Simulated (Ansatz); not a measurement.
# HO (doublet): wave-function methods side by side, aug-cc-pVDZ

Aim: climb from Hartree-Fock through coupled cluster and multireference methods for HO (doublet) at one geometry and basis, and see what each rung misses.

The runs use Ansatz 0.2.0, Gaussian basis; aug-cc-pVDZ, core rule «outside noble gas», up to 1 orbitals frozen.

Plan: UHF; CCSD(T) on ROHF; CCSD(T) on UHF; BCCD(T) on ROHF; CISD; CCSDT(Q) on ROHF; CCSDT(Q) on UHF; CASSCF and MRCISD+Q, 7 electrons in 5 orbitals; CASSCF and NEVPT2, 7 electrons in 5 orbitals.

11 further runs of the same task are left out: 1 for a mislabelled method, 3 that didn't finish, 7 set aside as unsound or not needed.

**1. The geometry**

The geometry is a PBE0/def2-TZVP stationary point (not a proven minimum) of the parent state, kept for this charge and spin.

2 atoms, charge 0, spin multiplicity 2.

Atoms are counted from 1 here; the program's logs count them from 0.

Bond lengths: O1–H2 1.037 Å.

**2. UHF**

in.yaml

```yaml
crystal:
  periodic: [false, false, false]
  atoms:
    - {symbol: O, position_ang: [0.000000, 0.000000, 0.000000]}
    - {symbol: H, position_ang: [0.000000, 0.000000, 1.036612]}
basis:
  gaussian: {orbitals: aug-cc-pVDZ}
magnetization: {spin_polarized: true, initial_magnetization: 1}
hamiltonian: {xc: hf}
output: {orbitals: {seedname: orbitals}}
```

Run with:

```bash
$ ansatz run in.yaml --threads 1 --pin off --events-out ev --progress --plain --max-ram 2176MiB
```

After this run come: CCSD(T) on ROHF; CCSD(T) on UHF; BCCD(T) on ROHF; CISD; CCSDT(Q) on ROHF; CCSDT(Q) on UHF; CASSCF and MRCISD+Q, 7 electrons in 5 orbitals; CASSCF and NEVPT2, 7 electrons in 5 orbitals.

Before running them: what should the planned runs give, taken together? Wanted: UCCSDT(Q) below the RHF energy; RMP2 from UCCSDT(Q); UMP2 from UCCSDT(Q); RCCSD from UCCSDT(Q); RCCSD(T) from UCCSDT(Q); UCCSD(T) from UCCSDT(Q); RCCSDT(Q) from UCCSDT(Q); NEVPT2 valence from UCCSDT(Q); MRCISD+Q valence from UCCSDT(Q).

As calculated:

| quantity | value |
| --- | --- |
| UCCSDT(Q) below the RHF energy | -5.1336 eV |
| RMP2 from UCCSDT(Q) | +532.8 meV |
| UMP2 from UCCSDT(Q) | +536.2 meV |
| RCCSD from UCCSDT(Q) | +118.1 meV |
| RCCSD(T) from UCCSDT(Q) | +19.1 meV |
| UCCSD(T) from UCCSDT(Q) | +18.6 meV |
| RCCSDT(Q) from UCCSDT(Q) | +1.2 meV |
| NEVPT2 valence from UCCSDT(Q) | +735.4 meV |
| MRCISD+Q valence from UCCSDT(Q) | +20.2 meV |
| levels within 1 kcal/mol (43 meV) | RCCSD(T), UCCSD(T), BCCD(T), RCCSDT, UCCSDT, RCCSDT(Q), MRCISD+Q valence |
| T1 diagnostic | 0.017 |
| effectively unpaired electrons | 1.01 |

In words: RCCSD(T) lands +19.1 meV from the yardstick (0.4 % of the correlation energy). One determinant dominates. Of the multireference levels listed MRCISD+Q valence comes nearest in total energy (+20.2 meV), which doesn't show that its space is the better one. These misses are within one basis, not against nature; the frozen cores of restricted and unrestricted runs differ, which can shift their rows.
